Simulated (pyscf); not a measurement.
H₃C–CH₃ (SMILES CC) + NH₂• (SMILES [NH2]) → H₃C–NH₂ (SMILES CN) + CH₃• (SMILES [CH3]), a substitution at C (doublet surface; C–C broken, C–N formed). Single points on ωB97X-D3(BJ)/def2-SVP structures (PySCF, gas phase). Correlated levels are frozen-core, on RHF or UHF. ΔMP2 is the change of the MP2 total energy from the triple- to the quadruple-zeta basis. Energies in kJ/mol from the separated reactants.

Small-basis levels: PySCF, no dispersion term, spherical d functions. Open shells are spin-unrestricted. 

Task: In single points B3LYP/LANL2DZ puts the saddle at 199.4 kJ/mol and the reaction energy at +17.9 kJ/mol. Should these be trusted to within a few kcal/mol? Compare with CCSD(T)/def2-TZVPP + ΔMP2(QZVPP).

Result: CCSD(T)/def2-TZVPP + ΔMP2(QZVPP) gives ΔE‡ = 210.3 kJ/mol and ΔE = +24.0 kJ/mol. B3LYP/LANL2DZ lies 11.0 kJ/mol under it in the barrier and 6.2 kJ/mol under it in the reaction energy, so on this step it holds to within 12.6 kJ/mol. CCSD(T)/def2-TZVPP + ΔMP2(QZVPP) has limits of its own. The same reactants have a lower exit, to •H₂C–CH₃ + NH₃ (barrier +45.2 kJ/mol at ωB97M-D3(BJ), against +213.9 kJ/mol here). This is the saddle that the search found; another between the same sides may lie lower. The angle at the attacked C is 178°. The CCSD(T) − MP2 part came from Ansatz, without density fitting, on the same reference. A UHF reference is spin-contaminated (<S²> up to 0.91), which harms MP2 most.
